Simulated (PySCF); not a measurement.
Bonds broken one at a time in the series HO-X. Isolated molecules, 0 K electronic values unless said otherwise. One relaxed conformer stands for each flexible species; it need not be the lowest. Strings in code marks are SMILES.

The numbers are results of M06-2X/def2-TZVP // B3LYP-D3(BJ)/def2-TZVP (PySCF 2.14.0), not measurements. All candidates: neutral, multiplicity 2. 

```yaml
highest_occupied_spin_orbital: -6.03 eV
dipole_moment: 0.25 D
```

Q: Name which member has these values.
(A) `[SiH3]`
(B) `[C]#N`
(C) `[CH2]C`
(D) `C[C](C)C`

A: D, `C[C](C)C`. The others give `[C]#N`: -12.07 eV, 1.84 D; `[CH2]C`: -6.96 eV, 0.29 D; `[SiH3]`: -7.18 eV, 0.17 D
